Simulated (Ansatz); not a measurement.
# Two Ansatz runs on Pb

The cell was built from the fcc type and relaxed in the same program; it needn't be a known or the stable phase. The listed cell was then made from it by scaling, straining or moving an atom.

First run: DFT, PBE, all-electron LAPW, scalar-relativistic (Ansatz 0.2.0).

Command: `ansatz run input.yaml --threads 1 --pin off --max-ram 2048MiB --backend cpu --events-out ev --progress --plain --runs-dir out` The run took 5.6 s on 1 thread of Intel(R) Xeon(R) 6975P-C (Granite Rapids), on a shared host, peak memory 0.34 GiB.

```yaml
crystal:
  lattice:
    - [0.0, 2.5699106384, 2.5699106384]
    - [2.5699106384, 0.0, 2.5699106384]
    - [2.5699106384, 2.5699106384, 0.0]
  atoms:
    - { symbol: Pb, position: [0.0, 0.0, 0.0] }
kpoints:
  mp_grid: { grid: [13, 13, 13] }
scf:
  occupations: { method: fermi_dirac, width: 0.05 }
hamiltonian:
  xc: pbe
  pseudopotentials: { kind: all_electron, lapw: { basis_error: 0.00025 } }
output:
  forces: true
  stress: true
  eigenvalues: true
```

Result: converged; pressure -1.93 GPa; no gap on the k mesh; 7 SCF iterations.

No spin–orbit coupling, which matters for the heavy atoms here.

The input is then changed:

```diff
@@ -10,6 +10,7 @@
 scf:
   occupations: { method: fermi_dirac, width: 0.05 }
+  mixing: { algorithm: broyden, beta: 0.3, ndim: 8 }
 hamiltonian:
-  xc: pbe
+  xc: lda
   pseudopotentials: { kind: all_electron, lapw: { basis_error: 0.00025 } }
 output:
```

(1) Predict the outcome of the changed run.

Answers

(1) It converged; pressure -5.47 GPa; no gap on the k mesh; 10 SCF iterations.
